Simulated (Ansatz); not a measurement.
fcc Ir was calculated with B3LYP (VWN-RPA form) (Ansatz, a quantum-chemistry and plane-wave program, plane waves, PAW).

Run with plane-wave cutoff 460 eV, 14×14×14 k mesh, Fermi–Dirac smearing 0.05 eV, no spin polarisation, scalar-relativistic PAW data made under PBE.

Cell (relaxed at this level):

```cif
data_Ir
_chemical_formula_sum 'Ir1'
_space_group_name_H-M_alt 'P 1'
_space_group_IT_number 1
_cell_length_a 2.74728
_cell_length_b 2.74728
_cell_length_c 2.74728
_cell_angle_alpha 60.000
_cell_angle_beta 60.000
_cell_angle_gamma 60.000
loop_
_space_group_symop_operation_xyz
  'x, y, z'
loop_
_atom_site_label
_atom_site_type_symbol
_atom_site_fract_x
_atom_site_fract_y
_atom_site_fract_z
_atom_site_occupancy
Ir1 Ir 0.00000 0.00000 0.00000 1
```

Give the computed bulk modulus and pressure derivative B′ of the bulk modulus.


- bulk modulus = 340 GPa
- pressure derivative B′ of the bulk modulus = 5.1

Measured, for comparison: bulk modulus 365 GPa (corrected for temperature and zero-point phonon effects; as tabulated in Levämäki et al. (2014), arXiv:1402.3671). Computed (rounded) less measured: bulk modulus -7 %.

Spin–orbit coupling is not included.

Computed values are for the static lattice.
